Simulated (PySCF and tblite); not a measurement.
Values are calculated unless marked as measured or tabulated.
C₃H₈O, numbered as in [CH3:1][CH2:2][CH2:3][OH:4].

Free energies: PBE0-D3(BJ)/def2-TZVP on PBE0-D3(BJ)/def2-SVP structures plus GFN2-xTB thermal terms, symmetry and mirror images included. Conformers within 4 kcal/mol (GFN2-xTB free energy) were kept, 5 at most. Programs: PySCF with density fitting and tblite.

An NOE distance is ⟨r⁻⁶⟩^(−1/6) over all pairs of like atoms and, for the average, over conformers.

Torsions listed: C1–C2–C3–O4, C2–C3–O4–H4. Of a mirror pair one member is shown.

| conformer | shape | weight % |
| --- | --- | --- |
| 1 | -61°, 175° | 24.7 |
| 2 | -62°, 67° | 21.3 |
| 3 | -177°, -60° | 21.2 |
| 4 | 58°, 62° | 21.1 |

Not shown: 1 more, 11.7 % in all.

Task: Which H–H contacts under 3.5 Å would NOEs report (pairs on one atom left out) at 298.15 K?

Result: 
```
     pair  in 1 (Å)  in 2 (Å)  in 3 (Å)  in 4 (Å)  average (Å)
H3 ··· H4      2.33      2.48      2.51      2.50         2.43
H2 ··· H3      2.54      2.54      2.69      2.55         2.59
H1 ··· H2      2.64      2.63      2.64      2.64         2.64
H2 ··· H4      3.71      3.27      2.62      2.76         2.97
H1 ··· H3      3.23      3.26      2.94      3.24         3.12
H1 ··· H4      3.83      2.59      4.50      3.29         3.17
```

Longer pairs under the limit may be missing.

Task: In a model where alignment follows shape alone (order matrix 0.002 × (3G/tr G − 1)/2, G the second moments of the atom positions; splitting J + 2D), what are the one-bond C–H dipolar couplings D?

Result: H1 2.9 Hz (1.6 in conformer 1), H2 9.8 Hz (9.5 in conformer 1), H3 6.3 Hz (4.5 in conformer 1).
